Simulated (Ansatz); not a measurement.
# One shape, several levels: BN (boron nitride)

We compute a comparison of 6 runs (UBHLYP/3-21G, UCAM-B3LYP/6-31G, UHSE06/6-31G, UPBE/6-31G, USVWN5/6-31G, UCCSDT/6-31G) of BN (boron nitride). 

The calculation is run with Ansatz 0.2.0.

69 further runs of the same task are left out: 69 set aside as unsound or not needed.

## Step 1: The system as given

BN has 2 atoms, charge 0, and is taken as a triplet. As SMILES, `B#N`. The N2–B1 distance was set to 1.973 Å, away from the relaxed value.

Bond lengths: B1–N2 1.973 Å.

## Step 2: The energy at UBHLYP/3-21G (run 1)

The input, input.yaml:

```yaml
basis:
  gaussian:
    orbitals: 3-21G.json
crystal:
  periodic: [false, false, false]
  atoms:
    - {symbol: B, position_ang: [-0.000000, -0.000000, -0.681250]}
    - {symbol: N, position_ang: [0.000000, 0.000000, 1.291950]}
magnetization:
  spin_polarized: true
  initial_magnetization: 2
accuracy: high
hamiltonian:
  xc: {name: BHLYP}
```

The basis set 3-21G is read from a file made from the Basis Set Exchange's data (not shown).

Started as:

```sh
$ ansatz run input.yaml --threads 1 --pin off --max-ram 3480MiB --events-out events.jsonl --progress --plain --runs-dir runs
```

Standard output:

```text
Warning: RAYON_NUM_THREADS=1 ignored (pool sized by the plan → 1); use --threads N
Functional definition: BHLYP
  name "BHLYP"
  parameter a = 0.5
  exchange = (1 - a)*b88_x + a*exact_x
  correlation = lyp_c
384 factors; integrals over basis functions are off by at most 2.9e-9 eV
mean field evaluation 1: about -2144.8577 eV, gradient 1.1e1 eV
mean field evaluation 2: about -2144.4095 eV, gradient 1.4e1 eV
mean field evaluation 4: about -2145.6199 eV, gradient 3.3e-1 eV
mean field evaluation 8: about -2145.6269 eV, gradient 2.8e-2 eV
mean field evaluation 16: about -2145.6269 eV, gradient 3.3e-6 eV
mean field evaluation 32: about -2145.6269 eV, gradient 7.8e-9 eV
mean field -2145.62692041 eV, -78.8503349667 hartree, gradient 7.8e-9 eV, S^2 2.041157; 1 other end points of the search recorded, 0 dependent functions left out
reference -2145.62693620 eV, -78.8503355471 hartree; 7, 5 occupied and 11, 13 virtual orbitals, 384 factors
Total energy: -2145.62693620 eV, -78.8503355471 hartree
```

Run time: 0.54 s. Hardware: 1 thread of Intel Xeon 6975P-C (Granite Rapids), shared host.

## Step 3: A single-point energy at UCAM-B3LYP/6-31G (run 2)

The input, run.yaml:

```yaml
crystal:
  periodic: [false, false, false]
  atoms:
    - {symbol: B, position_ang: [-0.000000, -0.000000, -0.681250]}
    - {symbol: N, position_ang: [0.000000, 0.000000, 1.291950]}
basis:
  gaussian:
    orbitals: 6-31G
accuracy: high
hamiltonian:
  xc: {name: CAM-B3LYP}
magnetization:
  spin_polarized: true
  initial_magnetization: 2
```

Started as:

```sh
$ ansatz run run.yaml --threads 1 --pin off --max-ram 3480MiB --events-out events.jsonl --progress --plain --runs-dir runs
```

Standard output, shortened:

```text
Warning: RAYON_NUM_THREADS=1 ignored (pool sized by the plan → 1); use --threads N
Functional definition: CAM-B3LYP
  name "CAM-B3LYP"
[...]
419 factors; integrals over basis functions are off by at most 2.5e-9 eV
160 factors; integrals over basis functions are off by at most 1.5e-9 eV
[...]
mean field -2156.66591751 eV, -79.2560106277 hartree, gradient 2.8e-8 eV, S^2 2.028371; 3 other end points of the search recorded, 0 dependent functions left out
reference -2156.66592873 eV, -79.2560110403 hartree; 7, 5 occupied and 11, 13 virtual orbitals, 419 factors
Total energy: -2156.66592873 eV, -79.2560110403 hartree
```

Wall time 0.99 s (1 thread of Intel Xeon 6975P-C (Granite Rapids), shared host).

Runs 3 to 4 aren't shown in full; the table further down has their settings and results.

## Step 4: The energy at USVWN5/6-31G (run 5)

The input, input.yaml:

```yaml
crystal:
  periodic: [false, false, false]
  atoms:
    - {symbol: B, position_ang: [-0.000000, -0.000000, -0.681250]}
    - {symbol: N, position_ang: [0.000000, 0.000000, 1.291950]}
basis:
  gaussian: {orbitals: 6-31G}
accuracy: high
hamiltonian: {xc: {name: SVWN5}}
magnetization: {spin_polarized: true, initial_magnetization: 2}
```

Started as:

```sh
$ ansatz run input.yaml --threads 1 --pin off --max-ram 3480MiB --events-out events.jsonl --progress --plain --runs-dir runs
```

Standard output:

```text
Warning: RAYON_NUM_THREADS=1 ignored (pool sized by the plan → 1); use --threads N
Functional definition: SVWN5
  name "SVWN5"
  exchange = slater_x
  correlation = vwn5_c
419 factors; integrals over basis functions are off by at most 2.5e-9 eV
mean field evaluation 1: about -2128.6449 eV, gradient 3.6e1 eV
mean field evaluation 2: about -2000.6681 eV, gradient 1.0e2 eV
mean field evaluation 4: about -2137.3766 eV, gradient 1.5e0 eV
mean field evaluation 8: about -2137.4171 eV, gradient 8.5e-2 eV
mean field evaluation 16: about -2137.4172 eV, gradient 3.1e-6 eV
mean field evaluation 32: about -2136.8322 eV, gradient 4.8e0 eV
mean field -2137.41716107 eV, -78.5486318761 hartree, gradient 3.8e-8 eV, S^2 2.018868; 5 other end points of the search recorded, 0 dependent functions left out
reference -2137.41716268 eV, -78.5486319352 hartree; 7, 5 occupied and 11, 13 virtual orbitals, 419 factors
Total energy: -2137.41716268 eV, -78.5486319352 hartree
```

Wall time 0.54 s (1 thread of Intel Xeon 6975P-C (Granite Rapids), shared host).

## Step 5: A single-point energy at UCCSDT/6-31G (run 6)

The input, input.yaml:

```yaml
basis:
  gaussian: {orbitals: 6-31G}
crystal:
  periodic: [false, false, false]
  atoms:
    - symbol: B
      position_ang: [-0.000000, -0.000000, -0.681250]
    - symbol: "N"
      position_ang: [0.000000, 0.000000, 1.291950]
magnetization: {spin_polarized: true, initial_magnetization: 2}
correlation: {method: ccsdt, frozen_orbitals: {B: 1, "N": 1}}
accuracy: high
scf: {omitted_lower_state_checks: [cluster_reference, increment]}
```

Started as:

```sh
$ ansatz run input.yaml --threads 1 --pin off --max-ram 3480MiB --events-out events.jsonl --progress --plain --runs-dir runs
```

Standard output:

```text
Warning: RAYON_NUM_THREADS=1 ignored (pool sized by the plan → 1); use --threads N
[... 19 lines left out ...]
2 core orbitals not correlated: weight in the atoms' cores, before any rotation towards them, 1.000 or more for the frozen orbitals, at most 0.000 for the correlated occupied ones
[... 69 lines left out ...]
Total energy: -2150.59132598 eV, -79.0327735066 hartree
Checks for a lower state left out: cluster_reference, increment
```

It took 1.9 s on 1 thread of Intel Xeon 6975P-C (Granite Rapids), shared host.

## Step 6: All runs side by side

| run | level | frozen core orbitals | energy (Eh) | ⟨S²⟩ | wall time |
| --- | --- | --- | --- | --- | --- |
| 1 | UBHLYP/3-21G | – | -78.850336 | 2.041 | 0.54 s |
| 2 | UCAM-B3LYP/6-31G | – | -79.256011 | 2.028 | 0.99 s |
| 3 | UHSE06/6-31G | – | -79.196937 | 2.024 | 1.4 s |
| 4 | UPBE/6-31G | – | -79.197881 | 2.013 | 1.5 s |
| 5 | USVWN5/6-31G | – | -78.548632 | 2.019 | 0.54 s |
| 6 | UCCSDT/6-31G | 2 | -79.032774 | 2.502 | 1.9 s |

## Step 7: Outcome

| quantity | value |
| --- | --- |
| run 6: total energy | -79.03277 Eh |
| run 6: correlation energy (2 core orbitals frozen) | -126.1 mEh |
| run 6: ⟨S²⟩ of the reference determinant | 2.502 |
| run 6: T1 diagnostic | 0.124 |

**Reading.** Totals of different functionals can't be ranked against each other. Spin contamination of the reference: run 6 ⟨S²⟩ = 2.50. All runs together took 6.9 s, the longest 1.9 s.
